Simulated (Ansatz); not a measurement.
The first iterations of a band of AlClH$_{2}$ (4 atoms, charge 0, multiplicity 1).

Theory: RKS revPBE-D4/def2-SVP (Ansatz 0.2.0).

| Property | Result |
| --- | --- |
| movable images | 5 |
| climbing image | yes |
| spring | 5.0 eV/Å² |
| optimiser | quadratic models (default) |
| start path | through a guess of the saddle point |
| force threshold | 0.05 eV/Å |
| iteration limit | 10 |
| end points | relaxed |

First end point:

```xyz
4
Properties=species:S:1:pos:R:3
Al 0.458 0.000 0.118
Cl 0.822 0.000 2.214
H 1.726 0.000 -0.845
H -1.060 0.000 -0.362
```

Last end point:

```xyz
4
Properties=species:S:1:pos:R:3
Al 0.074 0.000 -0.917
Cl 1.503 0.000 1.822
H 1.846 0.000 0.526
H -1.476 0.000 -0.307
```

| iteration | highest image above the first end (eV) | largest band force component (eV/Å) |
| --- | --- | --- |
| 1 | 3.313 | 4.297 |
| 2 | 2.799 | 2.033 |

Q: Does the band converge within its limit, and where does its top end?

A: It converged. It ended after 8 iterations with the highest image 2.768 eV above the first end. Another band between the same ends (5 images) ends at a top of the same energy, where a vibrational analysis finds 1 clearly imaginary mode. The orbitals stay closed-shell, which can raise the energy where a bond breaks towards radicals; this wasn't checked here.

Run time: 35 s on 1 thread of Arm Neoverse V1, on a shared host, peak memory 0.092 GiB.
